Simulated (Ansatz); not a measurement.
# Magnesium, hcp: convergence with Methfessel-Paxton smearing

Computed with Ansatz, PBE, scalar-relativistic PAW, on the relaxed cell (a = 3.195 Å, c = 5.188 Å (c/a = 1.624); spin not included). Errors count from a run at 420 eV on a Γ-centred 19×19×10 mesh with Fermi-Dirac smearing of 0.1 eV, extrapolated to zero width. Fixed here: cutoff 420 eV, mesh 11×11×6. The SCF starts from atomic densities corrected by a trained network.

| width (eV) | E(σ→0) error (meV/atom) | F error (meV/atom) | P (GPa) | SCF iterations |
| --- | --- | --- | --- | --- |
| 0.01 | -10.9 | -10.9 | -0.03 | 5 |
| 0.03 | -10.9 | -10.9 | -0.03 | 5 |
| 0.1 | -11.0 | -10.9 | -0.03 | 5 |
| 0.2 | -10.6 | -10.1 | -0.05 | 5 |
| 0.3 | -9.9 | -8.8 | -0.05 | 5 |
| 0.6 | -6.3 | -4.5 | -0.01 | 5 |
| 1.0 | -2.5 | -0.6 | 0.04 | 5 |
